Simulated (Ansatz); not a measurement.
**1T (CdI2-type) PtSe₂: elastic constant C12 by level of theory**

No measured value is used here.

```csv
level (code),value (GPa),cell (Å³/atom)
PBEsol (Ansatz),63.0,19.83
r²SCAN (Ansatz),44.2,23.26
HSE06 (Ansatz),35.1,26.09
```

Density-functional levels without +SOC have no spin–orbit coupling. PBEsol: the solid has no gap at this level, which affects its response. PBEsol, r²SCAN, HSE06: the cell comes from a level without a dispersion term, which matters for the spacing of layers, chains or molecules. Each level is taken at its own relaxed cell. Cutoffs and k meshes differ between the levels. Ansatz's density-functional and Hartree–Fock values are scalar-relativistic unless marked +SOC, with PAW data made under PBE.

Ansatz is a quantum-chemistry and plane-wave program.
